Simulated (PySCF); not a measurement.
Property card for `CCOC=O` (ethyl formate)

Ethyl formate, C3H6O2.
Z-matrix (Å and degrees, PBE0-D3(BJ)/def2-TZVP geometry), rows numbered from 1:
```
C 
C   1  1.5085
O   2  1.4384  1  111.30
C   3  1.3293  2  116.42  1   -85.23
O   4  1.1968  3  126.37  2    -0.38
H   1  1.0915  2  110.90  3   -56.69
H   1  1.0924  2  109.65  3  -176.31
H   1  1.0907  2  110.74  3    64.46
H   2  1.0900  1  111.58  3   116.24
H   2  1.0911  1  111.20  3  -121.38
H   4  1.1002  3  109.09  2  -179.95
```

Structural features include: ester.

**PBE0-D3(BJ)/def2-TZVP geometry optimisation, gas phase (PySCF)**

* Point group: C1
* Rotational constants A, B, C: 10.257, 3.803, 3.215 GHz

**CAM-B3LYP/aug-cc-pVTZ ground state and vertical TDDFT (core frozen in the response) (PySCF)**

* Dipole moment: 2.01 D
* HOMO energy: -9.80 eV
* LUMO energy: 0.26 eV
* HOMO–LUMO gap: 10.06 eV
* Lowest singlet excitation: 5.90 eV (210 nm, f = 0.002)
* Strongest line among the 10 lowest singlet transitions: S3 at 8.03 eV (154 nm, f = 0.104)
* Lowest triplet excitation (Tamm–Dancoff): 5.36 eV
* Static isotropic polarisability: 45.6 au
* Electronic spatial extent ⟨r²⟩ about the centre of nuclear charge: 424 bohr²

From PBE0/pcSseg-2 ground state and GIAO shieldings, non-relativistic (PySCF):

* Lowest Hirshfeld atomic charge: -0.25 e on O5
* Highest Hirshfeld atomic charge: +0.17 e on C4
* 13C chemical shifts (computed TMS as zero) by class: 169.9 (C4), 63.7 (C2), 16.3 (C1) ppm
* 1H chemical shifts (computed TMS as zero) by class: 8.14 (H11), 4.29 (H9/H10), 1.21 (H6/H7/H8) ppm
* Isotropic shieldings of nuclei other than C and H, by class: -100 (O5), 104 (O3) ppm
* Mayer bond orders between heavy atoms: C1–C2 0.99, C2–O3 0.81, O3–C4 1.17, C4–O5 1.96

Monoisotopic mass (most abundant isotopes): 74.0368 u.

The principal polarisabilities are 39.0, 45.1 and 52.7 au; their mean is the isotropic value. S1 lies 4.16 eV below the HOMO–LUMO gap. The largest Löwdin shares of the HOMO are 0.62 on O5, 0.17 on C4, 0.09 on O3 and 0.06 on H11. The rotational constants make it an asymmetric top with κ = (2B − A − C)/(A − C) = -0.83, nearer the prolate limit (−1).

One conformer (not necessarily the lowest) at the PBE0-D3(BJ)/def2-TZVP geometry, without solvent or vibrations. NMR classes are plain means over equivalent atoms (diastereotopic ones count apart unless rotation or inversion swaps them), as if these changed places fast; in this geometry the members of some classes differ.
